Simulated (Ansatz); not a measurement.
Results of PBEsol (Ansatz, a quantum-chemistry and plane-wave program, plane waves, PAW) for pyrite RuS₂.

Run with plane-wave cutoff 520 eV, 6×6×6 k mesh, Fermi–Dirac smearing 0.01 eV, no spin polarisation, scalar-relativistic PAW data made under PBE.

Computed points:

| V (Å³/atom) | E − E_lowest (meV/atom) | P (GPa) |
|---|---|---|
| 13.902 | 15.46 | 8.90 |
| 14.191 | 3.71 | 4.19 |
| 14.481 | 0.00 | 0.00 |
| 14.770 | 3.44 | -3.73 |
| 15.060 | 13.23 | -7.04 |

Fit the third-order Birch–Murnaghan equation and give B0 and B′.

V0 = 14.481 Å³/atom, B0 = 197 GPa, B′ = 4.8 (fit to the energies at full precision).

Shape and atoms are relaxed at each volume.

Measured, for comparison: equilibrium volume per atom 14.71 Å³/atom (temperature not stated, not corrected to a static lattice; as tabulated in Wikipedia's data pages). Computed (rounded) less measured: equilibrium volume per atom -1.6 %. A static lattice is as a rule a little smaller and stiffer than an uncorrected measurement, which narrows the difference in the equilibrium volume per atom and would widen misses of the other sign.

Note: the bulk modulus comes from volumes at which shape and atoms were relaxed.

Computing time: around 8 core-minutes (rough).
